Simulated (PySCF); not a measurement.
Threshold energies of NH in a plasma

PBE0 in PySCF with def2-TZVPPD on every atom, for the lowest determinant that a PBE0 search found; no spin–orbit coupling.

| species | state (unpaired electrons) | Re (Å) | ωe (cm⁻¹) | energy of the minimum from the neutral (eV) | De (eV) | dissociates to |
| --- | --- | --- | --- | --- | --- | --- |
| NH | triplet (π ↑↑) | 1.038 | 3318 | 0.00 | 3.69 | H + N |
| NH⁺ | quartet (σ ↑, π ↑↑) | 1.098 | 2647 | 13.60 | 3.73 | H⁺ + N |

Work out the lowest energy to break NH into atoms, from its vibrational ground state.

D0 = De − ωe/2 = 3.69 − 0.21 = 3.48 eV (PBE0/def2-TZVPPD).

Work out the ionisation energy of the H atom at this level and the threshold of dissociative ionisation.

IE(H) = 13.60 + 3.73 − 3.69 = 13.64 eV, so H⁺ + N + e⁻ appears at D0 + IE(H) = 17.12 eV (PBE0/def2-TZVPPD). The measured IE(H) is 13.598 eV (NIST ASD).

These are thermodynamic thresholds; the onsets seen under electron impact lie higher where the geometry changes, and cross-sections peak well above them.

For an ion De counts to the pair picked by the measured ionisation energies or electron affinities, which need not be the lowest pair at this level. States were picked by a PBE0 search and need not be the measured ground states.
